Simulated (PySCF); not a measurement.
Delta-SCF ions had no search for a lower state. Excitations are Tamm–Dancoff values on a coarser integration grid. The basis has no diffuse functions, so Rydberg states are missing or too high.

Cartesian coordinates (Å):
```xyz
5

O     -0.5436     1.2194    -0.0892
C     -0.4211     0.0358    -0.2166
O      0.7507    -0.6160    -0.3077
H     -1.2476    -0.6836    -0.2770
H      1.4616     0.0444    -0.2513
```
Charge 0, spin multiplicity 1.

What LUMO, HOMO–LUMO gap, vertical ionisation energy (Delta-SCF), S1–T1 gap (TDA) and S1 oscillator strength does PBE-D3(BJ)/def2-TZVP // B3LYP-D3(BJ)/def2-TZVP run with PySCF give?


```
Property                                  Result
--------------------------------------  --------
LUMO                                    -1.34 eV
HOMO–LUMO gap                            5.53 eV
vertical ionisation energy (Delta-SCF)  11.28 eV
S1–T1 gap (TDA)                          0.60 eV
S1 oscillator strength                     0.001
```
